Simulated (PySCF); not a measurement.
A geometry optimisation on `CP(C)P(F)F` ((CH3)2PPF2).

Method: PBE0-D3(BJ)/def2-SVP geometry optimisation, gas phase (PySCF 2.14.0). Start geometry: GFN2-xTB. The input is one job of a driver script: a line of settings, then coordinates in Å.

Command:
```bash
OMP_NUM_THREADS=1 python probes_run.py task.json out
```

Input:
```
{"job": {"xc": "PBE0", "basis": "def2-SVP", "d3": "d3bj", "grid": 1, "kind": "geom"}, "charge": 0, "multiplicity": 1}
C     -0.553983    -1.337331    -0.692815
P     -0.149935    -0.322978     0.807620
C      1.552058     0.235469     0.323000
P     -1.125572     1.499705     0.013639
F     -2.644524     1.121802     0.442300
F     -0.863253     2.449361     1.303425
H     -0.002815    -2.274010    -0.637813
H     -0.295464    -0.825120    -1.618191
H     -1.617528    -1.568802    -0.693087
H      1.866361     1.042188     0.982662
H      1.594802     0.575529    -0.710274
H      2.241052    -0.596499     0.453508
```

Output:
```
step   0  E = -961.30045898  max force = 0.012881
step   1  E = -961.30242851  max force = 0.002714
step   2  E = -961.30251556  max force = 0.000913
step   3  E = -961.30253976  max force = 0.000293
step   4  E = -961.30254978  max force = 0.000392
optimisation converged
```

Energies in Eh; «max force» is the largest Cartesian gradient component in Eh/bohr.

How much energy does the optimisation release, in kJ/mol?

E(step 0) − E(last step) = 0.002091 Eh, which is 5.5 kJ/mol.

Give the first gradient maximum in eV/Å.

With 1 Eh/bohr = 51.422 eV/Å, 0.662 eV/Å.

Summary of the converged run: final energy -961.30255 Eh after 4 steps; dipole 2.93 D.

Where do the atoms end?

0.090 Å rms from the input after alignment:
```
atom  x, y, z in Å
C1    -0.6138   -1.3791   -0.6711
P2    -0.1610   -0.3134    0.7803
C3     1.5446    0.2330    0.2878
P4    -1.1411    1.5354    0.0177
F5    -2.6234    1.2610    0.6021
F6    -0.5812    2.5108    1.1821
H7    -0.0651   -2.3300   -0.5949
H8    -0.3899   -0.9205   -1.6476
H9    -1.6883   -1.6123   -0.6208
H10    1.8676    1.0337    0.9693
H11    1.6153    0.5937   -0.7515
H12    2.2357   -0.6146    0.4095
```

On one thread of an Intel Xeon Platinum 8375C at 2.90 GHz, shared host with 128 logical CPUs at a one-minute load of 71, this took 38 s wall and 0.52 GiB of memory at its peak.
Labels such as C1 count atoms from 1, the log's own numbers from 0.
